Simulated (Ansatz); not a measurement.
# CH3NSi: the cost of one run

Program: Ansatz 0.2.0. Level of theory: the levels named in each step. These are calculated values, not measurements.

## 1. Starting point

Bond lengths: N1–C2 1.145 Å, C2–Si3 1.867 Å, Si3–H4 1.461 Å, Si3–H5 1.462 Å, Si3–H6 1.462 Å. Angles: N1–C2–Si3 179.6°, C2–Si3–H4 106.3°, C2–Si3–H5 106.3°, C2–Si3–H6 106.1°, H4–Si3–H5 112.5°, H4–Si3–H6 112.5°, H5–Si3–H6 112.5°.

Structure file:

```xyz
6

N     1.9026    0.0155    0.0094
C     0.7572    0.0043    0.0081
Si   -1.1092   -0.0084   -0.0070
H    -1.5049   -1.0261   -0.9784
H    -1.5263    1.3352   -0.4033
H    -1.5236   -0.3443    1.3545
```

## 2. A rough first relaxation, PBE-D4/def2-SVP

This run stands in another session on the same molecule. It ended at:

```xyz
6

N     1.9490    0.0158    0.0096
C     0.7757    0.0052    0.0065
Si   -1.0873   -0.0087   -0.0057
H    -1.5328   -1.0429   -0.9940
H    -1.5542    1.3565   -0.4092
H    -1.5546   -0.3497    1.3762
```

## 3. Relaxation, PBE0-D4/def2-TZVPP

This run stands in another session on the same molecule. It ended at:

```xyz
6

N     1.9132    0.0147    0.0112
C     0.7616    0.0056    0.0050
Si   -1.0863   -0.0085   -0.0062
H    -1.5172   -1.0314   -0.9830
H    -1.5388    1.3415   -0.4047
H    -1.5367   -0.3459    1.3611
```

## 4. Relaxation, CCSD(T)/cc-pV(T+d)Z

input.yaml reads:

```yaml
crystal:
  periodic: [false, false, false]
  atoms:
    - { symbol: "N", position_ang: [1.9131876, 0.01474185, 0.0112456] }
    - { symbol: C, position_ang: [0.76163027, 0.00564067, 0.00496803] }
    - { symbol: Si, position_ang: [-1.08632229, -0.00851564, -0.00617622] }
    - { symbol: H, position_ang: [-1.5171567, -1.03136794, -0.98304913] }
    - { symbol: H, position_ang: [-1.53878571, 1.34151126, -0.4047324] }
    - { symbol: H, position_ang: [-1.53670318, -0.3458502, 1.36108411] }
basis:
  gaussian: { orbitals: "cc-pV(T+d)Z.json" }
correlation:
  method: ccsd_t
relax:
  f_tol: 0.002
  max_steps: 40
```

On the command line:

```sh
ansatz run input.yaml --threads 4 --pin off --max-ram 10240MiB --backend cpu --events-out ev --progress --plain --runs-dir out
```

Q: Estimate wall time and peak memory on 4 threads of AMD EPYC 7R13 (Zen 3), shared host.

About 2.1 min, with a peak of 1.6 GiB.
